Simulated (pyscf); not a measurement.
Thermochemistry of product channels of H₂B–O–Ti(OH)(OH)–OH + HCl on the singlet surface, in kcal/mol, from ωB97M-D3(BJ)/def2-TZVP energies (ideal gas, 1 atm, RRHO with modes under 100 cm⁻¹ raised to 100, one conformer, R ln 2 for chiral ones without a mode under 150 cm⁻¹). Optimised with ωB97X-D3(BJ)/def2-SVP in PySCF.

```csv
products,ΔE,ΔH(298 K),ΔG(900 K),ΔG(1200 K)
HO–Ti(OH)(OH)–Cl + H₂B–OH,(withheld),-6.9,-6.5,-5.8
HO–Ti(OH)(OH)–OH + H₂B–Cl,(withheld),+12.4,+11.9,+12.0
```

Problem. What belongs in the gaps?

Solution. 
- HO–Ti(OH)(OH)–Cl + H₂B–OH, ΔE: -9.2
- HO–Ti(OH)(OH)–OH + H₂B–Cl, ΔE: +11.5

These are energies of the channels, which say nothing of barriers.
